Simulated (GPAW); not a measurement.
# CH6NSi (SMILES C[SiH2][NH]): levels of theory compared

We compute a comparison of 3 runs (URPBE/real-space grid, ULDA (PW92)/sz(dzp), URPBE/dzp) of CH6NSi. Input form: an ASE script.

Program for the calculation: GPAW 26.7.0.

2 further runs of the same task are left out: 1 that didn't finish, 1 set aside as unsound or not needed.

## 1. Starting point

CH6NSi: 9 atoms, total charge 0, spin state doublet. SMILES: `C[SiH2][NH]`. Geometry: relaxed at GFN2-xTB. This is one conformer, not always the lowest.

Bond lengths: C1–Si2 1.951 Å, Si2–N3 1.660 Å, C1–H4 1.081 Å, C1–H5 1.079 Å, C1–H6 1.081 Å, Si2–H7 1.467 Å, Si2–H8 1.470 Å, N3–H9 1.007 Å. Some angles: C1–Si2–N3 103.3°, C1–Si2–H7 103.0°, C1–Si2–H8 105.0°, N3–Si2–H7 107.4°, N3–Si2–H8 124.3°, Si2–C1–H4 108.1°, Si2–C1–H5 109.1°, Si2–C1–H6 109.1°, Si2–N3–H9 124.8°, H7–Si2–H8 111.6°.

## 2. The charge distribution at URPBE/real-space grid (scalar-relativistic datasets) (run 3)

CH6NSi.xyz

```xyz
9

C     -1.025800     0.604630    -0.130150
Si     0.437520    -0.685310    -0.126290
N      1.747980     0.226650     0.329890
H     -1.867970     0.156800    -0.639530
H     -0.708410     1.498420    -0.645510
H     -1.290920     0.842480     0.890350
H      0.599780    -1.003970    -1.548990
H     -0.072960    -1.836900     0.631090
H      2.180790     0.197200     1.239150
```

sp.py

```python
import numpy as np
from ase.io import read
from ase.units import Debye
from gpaw import GPAW

# Structure
atoms = read('CH6NSi.xyz')
atoms.center(vacuum=4.5)
atoms.set_initial_magnetic_moments([0.333333, 0.333333, 0.333333, 0.0, 0.0, 0.0, 0.0, 0.0, 0.0])

# Ground state
gpaw_calc = GPAW(mode='fd',
                 symmetry='off',
                 occupations={'name': 'fermi-dirac', 'width': 0.01, 'fixmagmom': True},
                 h=0.25,
                 maxiter=100,
                 xc='RPBE',
                 txt='CH6NSi.txt')
atoms.calc = gpaw_calc

energy = atoms.get_potential_energy()
print(f'Energy: {energy:.5f} eV')
forces = atoms.get_forces()
print('Forces (eV/Ang)')
for symbol, f in zip(atoms.symbols, forces):
    print(f'{symbol:2} {f[0]:9.4f} {f[1]:9.4f} {f[2]:9.4f}')
dipole = atoms.get_dipole_moment() / Debye
print(f'Dipole                  {np.linalg.norm(dipole):.3f} D')
print('Moments:', atoms.get_magnetic_moments().round(3))
```

Run with:

```console
OMP_NUM_THREADS=1 python sp.py
```

Log:

```text
Energy: -41.09628 eV
Forces (eV/Ang)
C    -0.6505   -0.6081   -0.5209
Si   -2.2779    0.1201   -0.6630
N     0.0230    2.9659   -0.0260
H    -0.8760   -0.1118   -0.1490
H     0.2850    0.2038   -0.2892
H     0.1186   -0.3224    0.6315
H     0.0508   -0.4757   -0.6950
H     0.4115   -0.4735    0.6133
H     0.6803   -0.4911    0.7251
Dipole                  1.276 D
Moments: [ 0.052  0.001  0.279  0.005 -0.001 -0.001  0.016  0.001 -0.005]
```

CH6NSi.txt:

```text
__  _  _
 | _ |_)|_||  |
 |__||  | ||/\| - 26.7.0

units:  Angstrom and eV
cores:  1
OpenMP: False

Versions:
  Python: 3.12.14
  ASE:    3.29.0
  Numpy:  2.5.5
  Scipy:  1.18.1
  Libxc:  7.0.0

        _gpaw.cpython-312-aarch64-linux-gnu.so

Input parameters:
  mode=FD(),
  h=0.25,
  maxiter=100,
  occupations=Occupations(name='fermi-dirac', width=0.01, fixmagmom=True),
  symmetry=Symmetry(point_group=False, time_reversal=False),
  xc=XC(name='RPBE')

[... 56 lines left out ...]
|   |                                coordinates |     weight |
[... 130 lines left out ...]
  Converge bands: occupied
[... 30 lines left out ...]
convergence criteria:
[... 14 lines left out ...]
Converged in 16 steps
[... 15 lines left out ...]
dipole moment: (-0.139888, -0.069874, 0.214825)  # |e|*Ang
[... 24 lines left out ...]
Gap: 0.247 eV
Transition (v -> c):
  (s=0, k=0, n=9, [0.00, 0.00, 0.00]) -> (s=1, k=0, n=8, [0.00, 0.00, 0.00])
No difference between direct/indirect transitions
vacuum-level: 0.000  # V

Forces  # eV/Ang
|        x |        y |        z |
|----------|----------|----------|
| -0.65047 | -0.60813 | -0.52090 |  # C    0
| -2.27792 |  0.12007 | -0.66296 |  # Si   1
|  0.02304 |  2.96588 | -0.02597 |  # N    2
[... 5 lines of this table left out ...]
|  0.68031 | -0.49107 |  0.72514 |  # H    8

Force computation time: 0.037  # s

timing:  # [seconds]
  Total:  17.495  # ━━━━━━━━━━━━━━━━━━━━━━━━━━━━━━━━━━━━━━━━━━━━━━━━━━━━━━━━━
  Init:    1.027  # ━━━╸
  SCF:    16.411  # ━━━━━━━━━━━━━━━━━━━━━━━━━━━━━━━━━━━━━━━━━━━━━━━━━━━━━╸
  Forces:  0.037  #

Max RSS: 471.762  # MiB
```

Run time: 18 s. Hardware: 1 thread of Arm Neoverse V2, shared host; peak memory 0.46 GiB.

## 3. Energy and one-electron properties at ULDA (PW92)/sz(dzp) (scalar-relativistic datasets) (run 1)

run.xyz

```xyz
9

C     -1.025800     0.604630    -0.130150
Si     0.437520    -0.685310    -0.126290
N      1.747980     0.226650     0.329890
H     -1.867970     0.156800    -0.639530
H     -0.708410     1.498420    -0.645510
H     -1.290920     0.842480     0.890350
H      0.599780    -1.003970    -1.548990
H     -0.072960    -1.836900     0.631090
H      2.180790     0.197200     1.239150
```

run.py

```python
import numpy as np
from ase.io import read
from ase.units import Debye
from gpaw import GPAW

system = read("run.xyz")
system.center(vacuum=4.5)
system.set_initial_magnetic_moments([0.333333, 0.333333, 0.333333, 0.0, 0.0, 0.0, 0.0, 0.0, 0.0])

calculator = GPAW(mode="lcao",
                  occupations={"name": "fermi-dirac", "width": 0.01, "fixmagmom": True},
                  symmetry="off",
                  basis="sz(dzp)",
                  maxiter=100,
                  h=0.25,
                  xc="LDA",
                  txt="-")
system.calc = calculator

energy = system.get_potential_energy()
print(f"Energy: {energy:.5f} eV")
forces = system.get_forces()
print("Forces (eV/Ang)")
for symbol, f in zip(system.symbols, forces):
    print(f'{symbol:2} {f[0]:9.4f} {f[1]:9.4f} {f[2]:9.4f}')
dipole = system.get_dipole_moment() / Debye
print(f"Dipole: {np.linalg.norm(dipole):.3f} D")
print("Moments:", system.get_magnetic_moments().round(3))
```

Run with:

```console
python run.py > run.log
```

Log:

```text
[...]
Number of symmetries: 1
[...]
  Number of IBZ points: 1
[...]
basis functions: 18
Spin-components: 2 (collinear spins)
Bands:           16
[...]
  Valence electrons: 19.0
[...]
  Grid points: [52 48 48]
  Charge: 0.0  # |e|
[...]
    cutoffs:
[...]
occupation numbers:
  Fixed magnetic moment: 1.000
[...]
xc functional:
  name: None
[...]
|iter     |     time |      energy | eigst |  dens |  magmom |
[...]
|iter:   1| 00:00:01 |  -35.699555 |      c|       |  +1.0002|
[...]
|iter:  10| 00:00:04 |  -34.048432c|      c| -4.09c|  +0.9998|
Converged in 10 steps
[...]
Energy contributions relative to reference atoms: (reference = -10421.163914)
Energy contributions:
  Kinetic:          15.413289
  Coulomb:         -17.763361
  Zero:              1.551764
  External:          0.000000
  Xc:              -33.250123
  Entropy:          -0.000000
  Spinorbit:         0.000000
  ----------------------------
  Free energy:     -34.048432
  Extrapolated:    -34.048432
dipole moment: (-0.024289, -0.038346, 0.307685)  # |e|*Ang
Total magnetic moment: (0.000000, 0.000000, 0.999828)
Local magnetic moments
|        x |        y |         z |
|----------|----------|-----------|
| 0.000000 | 0.000000 |  0.053477 |  # C    0
| 0.000000 | 0.000000 | -0.016459 |  # Si   1
| 0.000000 | 0.000000 |  0.325645 |  # N    2
| 0.000000 | 0.000000 |  0.001697 |  # H    3
| 0.000000 | 0.000000 | -0.000863 |  # H    4
| 0.000000 | 0.000000 | -0.000717 |  # H    5
| 0.000000 | 0.000000 |  0.015276 |  # H    6
| 0.000000 | 0.000000 | -0.002030 |  # H    7
[...]
Fermi levels: -6.958, -6.103
[...]
Gap: 0.636 eV
Transition (v -> c):
[...]
Forces (eV/Ang)
C     2.9375   -2.5859    0.2511
Si   -2.4952    1.4594    0.0385
N    -1.0221    2.6180   -3.2899
H    -3.1507   -1.6089   -1.6085
H     1.3214    2.9638   -1.7680
H    -0.8975    0.4507    3.3405
H     0.2359   -0.8770   -3.0286
H    -0.7336   -2.3408    1.5698
H     2.7661   -0.3972    4.8120
Dipole: 1.494 D
Moments: [ 0.053 -0.016  0.326  0.002 -0.001 -0.001  0.015 -0.002 -0.004]
```

It took 4.6 s on 1 thread of Arm Neoverse V2, shared host; peak memory 0.43 GiB.

## 4. The charge distribution at URPBE/dzp (scalar-relativistic datasets) (run 2)

molecule.xyz

```xyz
9

C     -1.025800     0.604630    -0.130150
Si     0.437520    -0.685310    -0.126290
N      1.747980     0.226650     0.329890
H     -1.867970     0.156800    -0.639530
H     -0.708410     1.498420    -0.645510
H     -1.290920     0.842480     0.890350
H      0.599780    -1.003970    -1.548990
H     -0.072960    -1.836900     0.631090
H      2.180790     0.197200     1.239150
```

sp.py: that of step 2 with these lines changed.

```diff
@@ -5,4 +5,4 @@
 
-# Structure
-atoms = read('CH6NSi.xyz')
+# Geometry
+atoms = read('molecule.xyz')
 atoms.center(vacuum=4.5)
@@ -11,10 +11,11 @@
 # Ground state
-gpaw_calc = GPAW(mode='fd',
-                 symmetry='off',
-                 occupations={'name': 'fermi-dirac', 'width': 0.01, 'fixmagmom': True},
-                 h=0.25,
-                 maxiter=100,
-                 xc='RPBE',
-                 txt='CH6NSi.txt')
-atoms.calc = gpaw_calc
+calc = GPAW(mode='lcao',
+            basis='dzp',
+            h=0.22,
+            xc='RPBE',
+            occupations={'name': 'fermi-dirac', 'width': 0.01, 'fixmagmom': True},
+            maxiter=100,
+            symmetry='off',
+            txt='molecule.txt')
+atoms.calc = calc
```

Run with:

```console
python sp.py > sp.log
```

Log:

```text
Energy: -39.28906 eV
Forces (eV/Ang)
C     1.1075   -0.8864    0.1722
Si   -2.4302    0.0799   -0.5658
N     1.5762    1.4684   -0.8396
H    -0.8655   -0.5023   -0.5756
H     0.3115    0.9683   -0.6121
H    -0.3690    0.3261    1.0955
H     0.2265   -0.4000   -0.7882
H    -0.0904   -0.7875    0.4146
H     0.5101   -0.1067    1.4060
Dipole                  1.144 D
Moments: [ 0.051 -0.005  0.297  0.004 -0.001 -0.001  0.015  0.    -0.005]
```

molecule.txt:

```text
__  _  _
 | _ |_)|_||  |
 |__||  | ||/\| - 26.7.0

units:  Angstrom and eV
cores:  1
OpenMP: False

Versions:
  Python: 3.12.14
  ASE:    3.29.0
  Numpy:  2.5.5
  Scipy:  1.18.1
  Libxc:  7.0.0

        _gpaw.cpython-312-aarch64-linux-gnu.so

[... 62 lines left out ...]
|   |                                coordinates |     weight |
[... 178 lines left out ...]
  Fourier metric: weight=20.0, sigma=0.015
[... 234 lines left out ...]
Reference energy: -10478.757149  # eV
[... 31 lines left out ...]
convergence criteria:
[... 14 lines left out ...]
Converged in 11 steps
[... 15 lines left out ...]
dipole moment: (-0.104261, -0.050398, 0.208066)  # |e|*Ang
[... 24 lines left out ...]
Gap: 0.309 eV
Transition (v -> c):
  (s=0, k=0, n=9, [0.00, 0.00, 0.00]) -> (s=1, k=0, n=8, [0.00, 0.00, 0.00])
No difference between direct/indirect transitions
vacuum-level: 0.000  # V

Forces  # eV/Ang
|        x |        y |        z |
|----------|----------|----------|
|  1.10754 | -0.88636 |  0.17222 |  # C    0
| -2.43024 |  0.07992 | -0.56581 |  # Si   1
|  1.57616 |  1.46838 | -0.83958 |  # N    2
[... 5 lines of this table left out ...]
|  0.51007 | -0.10675 |  1.40601 |  # H    8

Force computation time: 0.275  # s

timing:  # [seconds]
  Total:  10.915  # ━━━━━━━━━━━━━━━━━━━━━━━━━━━━━━━━━━━━━━━━━━━━━━━━━━━━━━━━━
  Init:    3.159  # ━━━━━━━━━━━━━━━━╸
  SCF:     7.458  # ━━━━━━━━━━━━━━━━━━━━━━━━━━━━━━━━━━━━━━━
  Forces:  0.275  # ━╸

Max RSS: 679.582  # MiB
```

Wall time 11 s (1 thread of Arm Neoverse V2, shared host); peak memory 0.66 GiB.

## 5. Overview of the runs

```
run                                                 level  mode  grid spacing  energy (Eh)  dipole moment (D)  HOMO energy (eV)  LUMO energy (eV)  wall time
  3  URPBE/real-space grid (scalar-relativistic datasets)    fd          0.25  -386.597483               1.28             -6.37             -4.83       18 s
  1    ULDA (PW92)/sz(dzp) (scalar-relativistic datasets)  lcao          0.25  -384.221967               1.49             -6.47             -5.96      4.6 s
  2              URPBE/dzp (scalar-relativistic datasets)  lcao          0.22  -386.531069               1.14             -6.08             -4.51       11 s
```

## 6. Outcome

| quantity | value |
| --- | --- |
| run 2, URPBE/dzp: energy as printed (from the program's reference atoms) | -39.2891 eV |
| run 2, URPBE/dzp: dipole moment | 1.14 D |
| run 2, URPBE/dzp: HOMO energy (highest over α and β) | -6.08 eV |
| run 2, URPBE/dzp: LUMO energy (lowest over α and β) | -4.51 eV |

The dipole moment (its size) runs from 1.14 D (URPBE/dzp) to 1.49 D (ULDA (PW92)/sz(dzp)). The two ends differ in method and basis. Totals of different functionals can't be ranked against each other. All runs together took 34 s, the longest 18 s.
